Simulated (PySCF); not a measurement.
**trans-CHF=CHCOOH (C₃H₃FO₂): electronic excitations and core binding energies**

Wanted: the electronic excitations and core binding energies of trans-CHF=CHCOOH (C₃H₃FO₂) (`O=C(O)/C=C/F`), by calculation.

The runs use PySCF 2.14.0, with density-fitted response routines of our own; the level of theory stands in each step. All values are computed, except where a source is named. Atoms count from 0, in the outputs and in this text.

**1. Starting geometry**

9 atoms, charge 0, multiplicity 1; geometry from: GFN2-xTB.

Bonds of the start (Å): O0–C1 1.20, C1–O2 1.34, C1–C3 1.47, C3–C4 1.33, C4–F5 1.33, O2–H6 0.97, C3–H7 1.08, C4–H8 1.08.

**2. Excited states and response: CAM-B3LYP/def2-SVPD**

The job: settings as JSON, then the geometry in Å.

```
{"job": {"kind": "uv", "xc": "CAM-B3LYP", "basis": "def2-SVPD", "nstates": 8, "ntriplets": 3}, "charge": 0, "multiplicity": 1}
O      1.110256    -1.244341    -0.580213
C      0.905062    -0.179143    -0.057484
O      1.886847     0.617995     0.379862
C     -0.420707     0.413826     0.184844
C     -1.515884    -0.238278    -0.180880
F     -2.733956     0.252250     0.014998
H      2.751687     0.211700     0.212065
H     -0.451344     1.379658     0.662789
H     -1.518399    -1.207673    -0.661160
```

Level: TDDFT CAM-B3LYP/def2-SVPD, vertical, gas phase, core orbitals frozen in the response.

The program printed:

```text
coarse grid: 8376 points
cycle   1  E = -365.7585740133  dE =  1.149e+00  |g| = 9.997e-01  |ddm| = 4.315e+00
cycle   2  E = -365.5647312486  dE =  1.938e-01  |g| = 1.472e+00  |ddm| = 3.510e+00
cycle   3  E = -365.9491617595  dE = -3.844e-01  |g| = 1.880e-01  |ddm| = 2.331e+00
cycle   4  E = -365.9548212047  dE = -5.659e-03  |g| = 7.486e-02  |ddm| = 2.531e-01
cycle   5  E = -365.9558768088  dE = -1.056e-03  |g| = 1.050e-02  |ddm| = 8.758e-02
cycle   6  E = -365.9559037962  dE = -2.699e-05  |g| = 4.366e-03  |ddm| = 2.346e-02
cycle   7  E = -365.9559085465  dE = -4.750e-06  |g| = 1.423e-03  |ddm| = 9.922e-03
final grid: 83760 points
cycle   8  E = -366.0259193727  dE = -2.194e-05  |g| = 4.385e-03  |ddm| = 5.911e-02
cycle   9  E = -366.0259164075  dE =  2.965e-06  |g| = 6.116e-03  |ddm| = 1.043e-02
cycle  10  E = -366.0259229724  dE = -6.565e-06  |g| = 4.743e-04  |ddm| = 5.674e-03
cycle  11  E = -366.0259230064  dE = -3.401e-08  |g| = 2.837e-04  |ddm| = 7.326e-04
cycle  12  E = -366.0259230208  dE = -1.441e-08  |g| = 6.214e-05  |ddm| = 4.376e-04
cycle  13  E = -366.0259230219  dE = -1.065e-09  |g| = 1.223e-05  |ddm| = 1.094e-04
cycle  14  E = -366.0259230220  dE = -7.572e-11  |g| = 4.843e-06  |ddm| = 5.019e-05
converged SCF energy = -366.0259230220

Static polarisability (au): isotropic 45.715, principal 29.673 44.673 62.800

Singlet excitations
state   eV       nm        f      main configurations
  1   5.2318    237.0   0.00001   H-1->L 0.93
  2   6.3748    194.5   0.30571   H->L 0.96
  3   7.5260    164.7   0.06291   H-2->L 0.71, H-1->L+1 0.24
  4   7.9082    156.8   0.01770   H->L+1 0.49, H->L+2 0.45
  5   7.9813    155.3   0.14875   H-1->L+1 0.70, H-2->L 0.24
  6   8.0727    153.6   0.00001   H-3->L 0.95
  7   8.3325    148.8   0.00014   H->L+2 0.34, H->L+1 0.30, H->L+3 0.14
  8   8.5205    145.5   0.00061   H-4->L 0.59, H-1->L+5 0.24, H-1->L+7 0.08

Triplet excitations (Tamm-Dancoff, eV): 3.8749 4.8504 5.8517
```

Wall time 12 s (1 thread, shared host).

The orbitals next to the gap, with their largest atomic shares:

```
orbital      eV                      atoms
 HOMO−3  -12.89  F5 43 %, C4 23 %, C3 14 %
 HOMO−2  -11.24  O2 47 %, O0 33 %, C1 12 %
 HOMO−1  -10.02   O0 69 %, O2 11 %, C1 9 %
   HOMO   -9.74  C3 35 %, C4 26 %, F5 14 %
   LUMO   -0.47  C4 29 %, C1 19 %, C3 18 %
 LUMO+1    1.01  O2 36 %, C1 19 %, H6 19 %
 LUMO+2    1.64  C4 39 %, F5 20 %, H8 15 %
```

With each of the 8 states as a Gaussian band of 0.4 eV half-width at 1/e, the curve within the window shown has maxima at 195 nm (ε 12,000), 157 nm (ε 7,600) L/(mol cm). Beyond the last state computed it falls off for lack of states. The curve at chosen wavelengths:

(nm, ε (L/mol/cm)): (141, 93), (146, 1104), (151, 4531), (156, 7467), (161, 6537), (166, 4090), (171, 2078), (177, 1448), (182, 3540), (187, 7845), (192, 11668), (197, 12034), (202, 9054), (207, 5198), (212, 2368), (217, 885), (222, 279), (227, 77), (232, 19), (238, 3), (243, 1), (248, 0), (253, 0), (258, 0), (263, 0), (268, 0)

Further results of this job:

```
           property  computed
  dipole moment (D)      1.17
polarisability (Å³)      6.77
 HOMO–LUMO gap (eV)      9.27
      −ε(HOMO) (eV)      9.74
```

**3. Core-electron binding energies: SCAN, X2C**

Settings changed since step 2:

```diff
@@ -1,2 +1,2 @@
-{"job": {"kind": "uv", "xc": "CAM-B3LYP", "basis": "def2-SVPD", "nstates": 8, "ntriplets": 3}, "charge": 0, "multiplicity": 1}
+{"job": {"kind": "xps"}, "charge": 0, "multiplicity": 1}
 O      1.110256    -1.244341    -0.580213
```

Level: delta-SCF UKS SCAN, pcX-2 on the ionised atom, pcseg-1 elsewhere, spin-free X2C.

The program printed:

```text
ground state, core basis on atom 0 (O), 130 functions
  cycle   1  E = -366.29582195  |g| = 1.01e+00
  cycle   2  E = -365.52905367  |g| = 2.15e+00
  cycle   3  E = -366.42508838  |g| = 5.22e-01
  cycle   4  E = -366.47594873  |g| = 1.32e-01
  cycle   5  E = -366.47853948  |g| = 5.53e-02
  cycle   6  E = -366.47920606  |g| = 2.14e-02
  cycle   7  E = -366.47928440  |g| = 1.37e-02
  cycle   8  E = -366.47933046  |g| = 2.25e-03
  cycle   9  E = -366.47933148  |g| = 8.23e-04
  cycle  10  E = -366.47933179  |g| = 2.55e-04
  E(ground) = -366.48502898 Eh
hole in O 1s of atom 0
  cycle   1  E = -345.88534572  |g| = 2.22e+00
  cycle   2  E = -345.23139994  |g| = 2.29e+00
  cycle   3  E = -346.55093166  |g| = 6.10e-01
  cycle   4  E = -346.58792823  |g| = 5.27e-01
  cycle   5  E = -346.70665068  |g| = 1.21e-01
  cycle   6  E = -346.71103223  |g| = 7.44e-02
  cycle   7  E = -346.71311326  |g| = 1.95e-02
  cycle   8  E = -346.71326236  |g| = 8.29e-03
  cycle   9  E = -346.71329546  |g| = 3.14e-03
  cycle  10  E = -346.71329988  |g| = 1.03e-03
  cycle  11  E = -346.71330134  |g| = 5.56e-04
  cycle  12  E = -346.71330093  |g| = 1.18e-04
  E(ion) = -346.72060273 Eh   <S^2> = 0.7638   hole on atom = 1.000   binding energy = 537.817 eV
ground state, core basis on atom 1 (C), 130 functions
  cycle   1  E = -366.45834992  |g| = 8.86e-02
  cycle   2  E = -366.45359906  |g| = 1.71e-01
  cycle   3  E = -366.45905110  |g| = 3.01e-02
  cycle   4  E = -366.45918960  |g| = 1.49e-02
  cycle   5  E = -366.45923250  |g| = 9.57e-04
  cycle   6  E = -366.45923444  |g| = 6.06e-04
  cycle   7  E = -366.45923417  |g| = 1.11e-04
  E(ground) = -366.46743214 Eh
hole in C 1s of atom 1
  cycle   1  E = -355.07290824  |g| = 1.51e+00
  cycle   2  E = -353.15737604  |g| = 2.41e+00
  cycle   3  E = -355.33462887  |g| = 7.63e-01
  cycle   4  E = -355.44328446  |g| = 6.31e-01
  cycle   5  E = -355.57044724  |g| = 3.23e-01
  cycle   6  E = -355.60502657  |g| = 1.48e-01
  cycle   7  E = -355.61355479  |g| = 3.51e-02
  cycle   8  E = -355.61403922  |g| = 1.46e-02
  cycle   9  E = -355.61412071  |g| = 6.39e-03
  cycle  10  E = -355.61414431  |g| = 1.74e-03
  cycle  11  E = -355.61414786  |g| = 9.46e-04
  cycle  12  E = -355.61414888  |g| = 7.10e-04
  cycle  13  E = -355.61415053  |g| = 4.25e-04
  E(ion) = -355.62119480 Eh   <S^2> = 0.7768   hole on atom = 1.000   binding energy = 295.141 eV
ground state, core basis on atom 2 (O), 130 functions
  cycle   1  E = -366.47973089  |g| = 1.01e-01
  cycle   2  E = -366.47788885  |g| = 1.08e-01
  cycle   3  E = -366.47891898  |g| = 7.83e-02
  cycle   4  E = -366.48004363  |g| = 1.60e-02
  cycle   5  E = -366.48009794  |g| = 1.42e-03
  cycle   6  E = -366.48009669  |g| = 7.68e-04
  cycle   7  E = -366.48009692  |g| = 2.61e-04
  E(ground) = -366.48668812 Eh
hole in O 1s of atom 2
  cycle   1  E = -345.81909399  |g| = 2.22e+00
  cycle   2  E = -344.20718885  |g| = 2.66e+00
  cycle   3  E = -346.16717997  |g| = 1.04e+00
  cycle   4  E = -346.43770585  |g| = 7.01e-01
  cycle   5  E = -346.58892457  |g| = 2.68e-01
  cycle   6  E = -346.61826101  |g| = 1.33e-01
  cycle   7  E = -346.62660133  |g| = 4.68e-02
  cycle   8  E = -346.62770196  |g| = 1.58e-02
  cycle   9  E = -346.62781719  |g| = 5.51e-03
  cycle  10  E = -346.62783275  |g| = 3.25e-03
  cycle  11  E = -346.62784023  |g| = 1.50e-03
  cycle  12  E = -346.62784388  |g| = 5.66e-04
  cycle  13  E = -346.62784520  |g| = 2.25e-04
  E(ion) = -346.63515975 Eh   <S^2> = 0.7623   hole on atom = 1.000   binding energy = 540.188 eV
ground state, core basis on atom 3 (C), 130 functions
  cycle   1  E = -366.45271677  |g| = 8.39e-02
  cycle   2  E = -366.45014051  |g| = 1.30e-01
  cycle   3  E = -366.45317339  |g| = 3.78e-02
  cycle   4  E = -366.45334332  |g| = 2.53e-02
  cycle   5  E = -366.45346602  |g| = 1.56e-03
  cycle   6  E = -366.45346417  |g| = 6.93e-04
  cycle   7  E = -366.45346453  |g| = 2.12e-04
  E(ground) = -366.46286167 Eh
hole in C 1s of atom 3
  cycle   1  E = -355.17972383  |g| = 1.51e+00
  cycle   2  E = -354.13167001  |g| = 2.10e+00
  cycle   3  E = -355.54858849  |g| = 7.13e-01
  cycle   4  E = -355.65882747  |g| = 4.75e-01
  cycle   5  E = -355.72688516  |g| = 2.07e-01
  cycle   6  E = -355.74275318  |g| = 6.27e-02
  cycle   7  E = -355.74403712  |g| = 2.04e-02
  cycle   8  E = -355.74422761  |g| = 7.49e-03
  cycle   9  E = -355.74426602  |g| = 3.58e-03
  cycle  10  E = -355.74427690  |g| = 2.13e-03
  cycle  11  E = -355.74428183  |g| = 1.38e-03
  cycle  12  E = -355.74428261  |g| = 2.94e-04
  E(ion) = -355.75331594 Eh   <S^2> = 0.7832   hole on atom = 1.000   binding energy = 291.422 eV
ground state, core basis on atom 4 (C), 130 functions
  cycle   1  E = -366.45612437  |g| = 5.90e-02
  cycle   2  E = -366.45593004  |g| = 3.53e-02
  cycle   3  E = -366.45574972  |g| = 4.43e-02
  cycle   4  E = -366.45620851  |g| = 6.81e-03
  cycle   5  E = -366.45621889  |g| = 2.04e-03
  cycle   6  E = -366.45621787  |g| = 6.05e-04
  cycle   7  E = -366.45622141  |g| = 1.34e-04
  E(ground) = -366.46537875 Eh
hole in C 1s of atom 4
  cycle   1  E = -355.09369445  |g| = 1.50e+00
  cycle   2  E = -348.96872836  |g| = 3.15e+00
  cycle   3  E = -353.26898651  |g| = 2.08e+00
  cycle   4  E = -355.47571346  |g| = 6.85e-01
  cycle   5  E = -355.53286731  |g| = 5.56e-01
  cycle   6  E = -355.62513976  |g| = 2.86e-01
  cycle   7  E = -355.65478416  |g| = 1.17e-01
  cycle   8  E = -355.65978544  |g| = 3.69e-02
  cycle   9  E = -355.66058017  |g| = 1.03e-02
  cycle  10  E = -355.66071333  |g| = 6.75e-03
  cycle  11  E = -355.66079551  |g| = 4.91e-03
  cycle  12  E = -355.66086102  |g| = 2.98e-03
  cycle  13  E = -355.66088095  |g| = 7.53e-04
  cycle  14  E = -355.66088218  |g| = 2.50e-04
  E(ion) = -355.67012214 Eh   <S^2> = 0.8379   hole on atom = 1.000   binding energy = 293.754 eV
ground state, core basis on atom 5 (F), 130 functions
  cycle   1  E = -366.49605511  |g| = 1.20e-01
  cycle   2  E = -366.49466143  |g| = 9.40e-02
  cycle   3  E = -366.49482369  |g| = 8.64e-02
  cycle   4  E = -366.49637297  |g| = 1.09e-02
  cycle   5  E = -366.49639922  |g| = 1.54e-03
  cycle   6  E = -366.49639825  |g| = 8.98e-04
  cycle   7  E = -366.49640110  |g| = 2.09e-04
  E(ground) = -366.50713516 Eh
hole in F 1s of atom 5
  cycle   1  E = -340.09645552  |g| = 2.58e+00
  cycle   2  E = -337.62649793  |g| = 2.81e+00
  cycle   3  E = -339.30978929  |g| = 1.68e+00
  cycle   4  E = -340.95062352  |g| = 3.33e-01
  cycle   5  E = -340.95922912  |g| = 2.56e-01
  cycle   6  E = -340.98034000  |g| = 1.58e-01
  cycle   7  E = -340.99105374  |g| = 4.11e-02
  cycle   8  E = -340.99170243  |g| = 1.12e-02
  cycle   9  E = -340.99174959  |g| = 6.00e-03
  cycle  10  E = -340.99176569  |g| = 1.68e-03
  cycle  11  E = -340.99177071  |g| = 1.06e-03
  cycle  12  E = -340.99177549  |g| = 9.57e-04
  cycle  13  E = -340.99178723  |g| = 6.68e-04
  cycle  14  E = -340.99179394  |g| = 4.21e-04
  E(ion) = -341.00886136 Eh   <S^2> = 0.7607   hole on atom = 1.000   binding energy = 693.843 eV
```

Run time: 18 s. Hardware: 1 thread, shared host.

The holes in one table. −ε is the ground-state orbital energy:

```
     hole  stands for                 environment  ΔSCF (eV)  −ε (eV)   ⟨S²⟩
O1s on O0          O0             carbonyl oxygen     537.82    516.4  0.764
C1s on C1          C1      carboxylic acid carbon     295.14    277.5  0.777
O1s on O2          O2        acid hydroxyl oxygen     540.19    518.2  0.762
C1s on C3          C3  α carbon of a C=C–C=O unit     291.42    274.4  0.783
C1s on C4          C4  β carbon of a C=C–C=O unit     293.75    276.8  0.838
F1s on F5          F5            vinylic fluorine     693.84    668.0  0.761
```

**4. What came out**

```
                                quantity                               value
    lowest singlet (CAM-B3LYP/def2-SVPD)         5.23 eV (237 nm), f = 0.000
brightest single state of those computed         state 2, 6.37 eV, f = 0.306
                          lowest triplet                             3.87 eV
        C1s binding energies, SCAN/pcX-2  C1 295.14, C4 293.75, C3 291.42 eV
        O1s binding energies, SCAN/pcX-2             O2 540.19, O0 537.82 eV
        F1s binding energies, SCAN/pcX-2                        F5 693.84 eV
```

The lowest singlet, at 5.23 eV, is HOMO−1→LUMO 0.93 and is dark; of the 8 states computed, the strongest absorption comes from state 2 at 6.37 eV. The lowest triplet lies 1.36 eV below the lowest singlet (triplets in Tamm-Dancoff, singlets in full TDDFT). C1 (carboxylic acid carbon) binds its C1s electron 3.72 eV more tightly than C3 (α carbon of a C=C–C=O unit). The O1s levels kept as sound span 2.37 eV, from O0 (carbonyl oxygen) up to O2 (acid hydroxyl oxygen).
